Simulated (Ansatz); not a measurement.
# triplet [NH2]−: levels of theory compared

Wanted: a comparison of 6 runs (U-r2SCAN0/aug-cc-pVTZ, UB2PLYP/aug-cc-pVTZ, UB3LYP/aug-cc-pVTZ, UBHLYP/aug-cc-pVTZ, UHSE06/aug-cc-pVTZ, UPBE-QIDH/aug-cc-pVTZ) of triplet [NH2]−. 

The calculation is run with Ansatz 0.2.0.

## 1. The molecule

[NH2]− has 3 atoms, charge -1, and is taken as a triplet. SMILES of the parent species: `[NH2-]`. The coordinates come from a PBE0-D4/def2-TZVPD relaxation. That shape belongs to the parent species and isn't relaxed for this state.

Bond lengths: N1–H2 1.027 Å, N1–H3 1.027 Å. Angles: H2–N1–H3 101.8°.

## 2. A single-point energy at U-r2SCAN0/aug-cc-pVTZ (run 1)

File input.yaml:

```yaml
crystal:
  periodic: [false, false, false]
  atoms:
    - symbol: "N"
      position_ang: [0.342200, -0.203000, 0.168700]
    - symbol: H
      position_ang: [0.125500, 0.801200, 0.156000]
    - symbol: H
      position_ang: [-0.467700, -0.598200, -0.324700]
basis:
  gaussian: {orbitals: aug-cc-pVTZ}
output: {orbitals: {seedname: orbitals}}
magnetization: {spin_polarized: true, initial_magnetization: 2}
accuracy: high
hamiltonian: {xc: {name: r2SCAN0}}
total_charge: -1
```

Run with:

```bash
$ ansatz run input.yaml --threads 1 --pin off --max-ram 3480MiB --events-out events.jsonl --progress --plain --runs-dir runs
```

The program printed:

```text
Warning: RAYON_NUM_THREADS=1 ignored (pool sized by the plan → 1); use --threads N
Functional definition: r2SCAN0
  name "r2SCAN0"
  parameter a = 0.25
  parameter k0 = 0.174
  parameter k1 = 0.065
  parameter a1 = 4.9479
  exchange = (1 - a)*r2scan_x(k0 = k0, k1 = k1, a1 = a1) + a*exact_x
  correlation = r2scan_c
1355 factors; integrals over basis functions are off by at most 2.9e-9 eV
mean field evaluation 1: about -1517.9311 eV, gradient 1.7e1 eV
mean field evaluation 2: about -1518.0191 eV, gradient 2.1e1 eV
mean field evaluation 4: about -1519.6901 eV, gradient 4.0e-1 eV
mean field evaluation 8: about -1519.6317 eV, gradient 4.2e-2 eV
mean field evaluation 16: about -1519.6316 eV, gradient 4.7e-5 eV
mean field evaluation 32: about -1519.2714 eV, gradient 5.8e-1 eV
mean field -1519.63160728 eV, -55.8454315242 hartree, gradient 2.1e-8 eV, S^2 2.005573; 3 other end points of the search recorded, 0 dependent functions left out
reference -1519.63162246 eV, -55.8454320820 hartree; 6, 4 occupied and 86, 88 virtual orbitals, 1355 factors
Total energy: -1519.63162246 eV, -55.8454320820 hartree
```

Run time: 19 s. Hardware: 1 thread of Arm Neoverse V1, shared host; peak memory 0.24 GiB.

## 3. The energy at UB2PLYP/aug-cc-pVTZ (run 2)

File input.yaml:

```yaml
crystal:
  periodic: [false, false, false]
  atoms:
    - {symbol: N, position_ang: [0.342200, -0.203000, 0.168700]}
    - {symbol: H, position_ang: [0.125500, 0.801200, 0.156000]}
    - {symbol: H, position_ang: [-0.467700, -0.598200, -0.324700]}
basis:
  gaussian: {orbitals: aug-cc-pVTZ}
total_charge: -1
magnetization: {spin_polarized: true, initial_magnetization: 2}
hamiltonian: {xc: {name: B2PLYP}}
correlation: {frozen_orbitals: {H: 0, "N": 1}}
accuracy: high
output: {orbitals: {seedname: orbitals}}
```

Run with:

```bash
$ ansatz run input.yaml --threads 1 --pin off --max-ram 3480MiB --events-out events.jsonl --progress --plain --runs-dir runs
```

The program printed:

```text
Warning: RAYON_NUM_THREADS=1 ignored (pool sized by the plan → 1); use --threads N
Functional definition: B2PLYP
  name "B2PLYP"
  parameter a = 0.53
  parameter c = 0.27
  exchange = (1 - a)*b88_x + a*exact_x
  correlation = (1 - c)*lyp_c + c*(mp2_os + mp2_ss)
1355 factors; integrals over basis functions are off by at most 2.9e-9 eV
mean field evaluation 1: about -1515.3684 eV, gradient 1.9e1 eV
mean field evaluation 2: about -1515.3223 eV, gradient 1.9e1 eV
mean field evaluation 4: about -1517.6489 eV, gradient 1.7e0 eV
mean field evaluation 8: about -1517.6708 eV, gradient 1.5e-1 eV
mean field evaluation 16: about -1517.6712 eV, gradient 3.3e-5 eV
mean field evaluation 32: about -1517.6712 eV, gradient 6.6e-8 eV
mean field -1517.67118681 eV, -55.7733874006 hartree, gradient 6.6e-8 eV, S^2 2.004990; 2 other end points of the search recorded, 0 dependent functions left out
1 core orbitals not correlated: weight in the atoms' cores, before any rotation towards them, 1.000 or more for the frozen orbitals, at most 0.000 for the correlated occupied ones
reference -1517.67120831 eV, -55.7733881909 hartree; 5, 3 occupied and 86, 88 virtual orbitals, 1355 factors
second order -6.36086662 eV of doubles, -0.00000000 eV of singles
Total energy: -1519.38864230 eV, -55.8365027258 hartree
```

Run time: 4.5 s. Hardware: 1 thread of Arm Neoverse V1, shared host; peak memory 0.19 GiB.

Runs 3 to 4 aren't shown in full; the table further down has their settings and results.

## 4. A single-point energy at UHSE06/aug-cc-pVTZ (run 5)

File run.yaml:

```yaml
crystal:
  periodic: [false, false, false]
  atoms:
    - symbol: N
      position_ang: [0.342200, -0.203000, 0.168700]
    - symbol: H
      position_ang: [0.125500, 0.801200, 0.156000]
    - symbol: H
      position_ang: [-0.467700, -0.598200, -0.324700]
basis:
  gaussian:
    orbitals: aug-cc-pVTZ
output: {orbitals: {seedname: orbitals}}
hamiltonian:
  xc: hse06
total_charge: -1
magnetization:
  spin_polarized: true
  initial_magnetization: 2
accuracy: high
```

Run with:

```bash
$ ansatz run run.yaml --threads 1 --pin off --max-ram 3480MiB --events-out events.jsonl --progress --plain --runs-dir runs
```

The program printed:

```text
Warning: RAYON_NUM_THREADS=1 ignored (pool sized by the plan → 1); use --threads N
Functional definition: HSE06
  name "HSE06"
  parameter a = 0.25
  parameter omega = 0.11/bohr
  exchange = pbe_x - a*pbe_x_sr(omega) + a*exact_x_sr(omega)
  correlation = pbe_c
1355 factors; integrals over basis functions are off by at most 2.9e-9 eV
87 factors; integrals over basis functions are off by at most 1.4e-9 eV
mean field evaluation 1: about -1517.0238 eV, gradient 1.8e1 eV
mean field evaluation 2: about -1516.3878 eV, gradient 2.5e1 eV
mean field evaluation 4: about -1518.8873 eV, gradient 3.6e-1 eV
mean field evaluation 8: about -1518.8216 eV, gradient 3.3e-2 eV
mean field evaluation 16: about -1518.8213 eV, gradient 5.1e-4 eV
mean field evaluation 32: about -1518.8213 eV, gradient 6.0e-4 eV
mean field evaluation 64: about -1518.4994 eV, gradient 5.2e-1 eV
mean field -1518.82129531 eV, -55.8156531087 hartree, gradient 6.3e-9 eV, S^2 2.003545; 3 other end points of the search recorded, 0 dependent functions left out
reference -1518.82129761 eV, -55.8156531930 hartree; 6, 4 occupied and 86, 88 virtual orbitals, 1355 factors
Total energy: -1518.82129761 eV, -55.8156531930 hartree
```

Run time: 18 s. Hardware: 1 thread of Arm Neoverse V1, shared host; peak memory 0.22 GiB.

## 5. The energy at UPBE-QIDH/aug-cc-pVTZ (run 6)

File job.yaml:

```yaml
crystal:
  periodic: [false, false, false]
  atoms:
    - {symbol: N, position_ang: [0.342200, -0.203000, 0.168700]}
    - {symbol: H, position_ang: [0.125500, 0.801200, 0.156000]}
    - {symbol: H, position_ang: [-0.467700, -0.598200, -0.324700]}
basis:
  gaussian:
    orbitals: aug-cc-pVTZ
total_charge: -1
magnetization:
  spin_polarized: true
  initial_magnetization: 2
hamiltonian:
  xc: {name: PBE-QIDH}
correlation:
  frozen_orbitals: {H: 0, "N": 1}
accuracy: high
output: {orbitals: {seedname: orbitals}}
```

Run with:

```bash
$ ansatz run job.yaml --threads 1 --pin off --max-ram 3480MiB --events-out events.jsonl --progress --plain --runs-dir runs
```

The program printed:

```text
Warning: RAYON_NUM_THREADS=1 ignored (pool sized by the plan → 1); use --threads N
Functional definition: PBE-QIDH
  name "PBE-QIDH"
  parameter a = 3^(-1/3)
  parameter c = 1/3
  exchange = (1 - a)*pbe_x + a*exact_x
  correlation = (1 - c)*pbe_c + c*(mp2_os + mp2_ss)
1355 factors; integrals over basis functions are off by at most 2.9e-9 eV
mean field evaluation 1: about -1514.0394 eV, gradient 2.0e1 eV
mean field evaluation 2: about -1514.0112 eV, gradient 2.0e1 eV
mean field evaluation 4: about -1516.6280 eV, gradient 1.7e0 eV
mean field evaluation 8: about -1516.6591 eV, gradient 1.8e-1 eV
mean field evaluation 16: about -1516.6598 eV, gradient 9.7e-5 eV
mean field evaluation 32: about -1516.6575 eV, gradient 1.3e-1 eV
mean field -1516.65979168 eV, -55.7362193152 hartree, gradient 7.1e-8 eV, S^2 2.005957; 2 other end points of the search recorded, 0 dependent functions left out
1 core orbitals not correlated: weight in the atoms' cores, before any rotation towards them, 1.000 or more for the frozen orbitals, at most 0.000 for the correlated occupied ones
reference -1516.65979238 eV, -55.7362193411 hartree; 5, 3 occupied and 86, 88 virtual orbitals, 1355 factors
second order -5.88651909 eV of doubles, -0.00000000 eV of singles
Total energy: -1518.62196541 eV, -55.8083278700 hartree
```

Wall time 5.7 s (1 thread of Arm Neoverse V1, shared host); peak memory 0.19 GiB.

## 6. All runs side by side

```csv
run,level,frozen core orbitals,energy (Eh),HOMO energy (eV),LUMO energy (eV),⟨S²⟩,wall time
1,U-r2SCAN0/aug-cc-pVTZ,–,-55.845432,1.50,1.89,2.006,19 s
2,UB2PLYP/aug-cc-pVTZ,1,-55.836503,1.30,3.14,2.005,4.5 s
3,UB3LYP/aug-cc-pVTZ,–,-55.889203,1.59,–,2.003,11 s
4,UBHLYP/aug-cc-pVTZ,–,-55.850293,1.32,2.67,2.004,3.9 s
5,UHSE06/aug-cc-pVTZ,–,-55.815653,1.72,–,2.004,18 s
6,UPBE-QIDH/aug-cc-pVTZ,1,-55.808328,0.97,3.22,2.006,5.7 s
```

## 7. Outcome

| quantity | value |
| --- | --- |
| run 6: total energy | -55.80833 Eh |
| run 6: HOMO energy (SCF part's orbitals) (highest over α and β) | 0.97 eV |
| run 6: LUMO energy (SCF part's orbitals) (lowest over α and β) | 3.22 eV |
| run 6: ⟨S²⟩ | 2.006 |

What this shows: Totals of different functionals can't be ranked against each other. In runs 1, 2, 3, 4, 5, 6 the HOMO lies above zero, so the outermost electron may be held by the basis alone. All runs together took 62 s, the longest 19 s.
